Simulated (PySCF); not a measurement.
# C2H2FO: the cost of one run

Computed with PySCF 2.14.0; each step states its level. No surroundings beyond the atoms listed, unless a continuum is named. Atoms count from 0, parts from 1.

### 1 The system as given

6 atoms, charge -1, multiplicity 1; geometry: GFN2-xTB. Parts: 1 = atoms 0–3, `C#CF`, charge 0; 2 = atoms 4–5, `[OH-]`, charge -1. In the given geometry C1 and O4 of different parts are bonded (1.46 Å), so values for the parts refer to these atom groups.

### 2 Relaxing the molecule at PBE0-D3(BJ)/def2-TZVPD

The job: settings as JSON, then the geometry in Å.

```
{"job": {"xc": "PBE0", "basis": "def2-TZVPD", "d3": "d3bj", "grid": 3, "kind": "geom", "shake": 0.01}, "charge": -1, "multiplicity": 1, "parts": [{"atoms": "0-3", "charge": 0, "multiplicity": 1}, {"atoms": "4-5", "charge": -1, "multiplicity": 1}]}
C     -0.524935     0.128498    -0.261389
C      0.395088    -0.281660     0.502168
F      1.756386    -0.058450     0.142118
H     -1.516511    -0.076777     0.143347
O      0.488770    -1.018883     1.759440
H      1.319553    -0.736747     2.168598
```

The run is started by

```
> OMP_NUM_THREADS=1 python cluster_run.py task.json out
```

The driver reads the jobs from task.json and runs them one after another.

**Question.** How long does this first job take on 1 thread of Arm Neoverse N1, shared host, and how much memory does it need?

About 2.6 min, with a peak of 0.62 GiB.
